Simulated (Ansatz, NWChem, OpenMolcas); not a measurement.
## Computed against measured: dipole moment

6 molecules holding an element from Na to Cl; the dipole moment in D, computed less measured. Shapes, held fixed at every level: PBE0-D4/def2-TZVP. No vibrational averaging. Dipoles are compared by magnitude; molecules under 1 D, whose direction can flip, are left out. Programs: Ansatz 0.2.0, NWChem 7.3.0, OpenMolcas 26.06. A level may come from different programs for different species; with the same settings they agree closely. Measured values: NIST CCCBDB.

Levels: A = PBE-D4/def2-TZVPP; B = r2SCAN-D4/def2-TZVPP; C = B3LYP/6-31G* (spherical functions).

```json
{"molecule": "HBS (hydrogen boron sulfide)", "measured": "1.30", "A": "-0.10", "B": "+0.08", "C": "+0.24"}
{"molecule": "CH2Cl2 (dichloromethane)", "measured": "1.60", "A": "-0.04", "B": "+0.06", "C": "+0.21"}
{"molecule": "SCl2O2 (sulfuryl chloride)", "measured": "1.81", "A": "-0.18", "B": "-0.13", "C": "-0.33"}
{"molecule": "SO2F2 (sulfuryl fluoride)", "measured": "1.12", "A": "-0.01", "B": "+0.02", "C": "+0.06"}
{"molecule": "C2H4Cl2 (1,1-dichloroethane)", "measured": "2.06", "A": "-0.10", "B": "+0.03", "C": "+0.11"}
{"molecule": "C2H5Cl (chloroethane)", "measured": "2.05", "A": "-0.07", "B": "+0.05", "C": "+0.11"}
```

Question: Sum up the errors.

Answer: 
| level | kind | mean error | mean absolute error | worst case |
| --- | --- | --- | --- | --- |
| PBE-D4/def2-TZVPP | GGA | -0.083 | 0.083 | SCl2O2 |
| r2SCAN-D4/def2-TZVPP | meta-GGA | +0.018 | 0.062 | SCl2O2 |
| B3LYP/6-31G* (spherical functions) | global hybrid | +0.067 | 0.177 | SCl2O2 |

On this set r2SCAN-D4/def2-TZVPP has the smallest mean absolute error and B3LYP/6-31G* (spherical functions) the largest. PBE-D4/def2-TZVPP is too low in 6 of 6; r2SCAN-D4/def2-TZVPP is too high in 5 of 6; B3LYP/6-31G* (spherical functions) is too high in 5 of 6. The levels differ in basis as well as in method. The set is small.
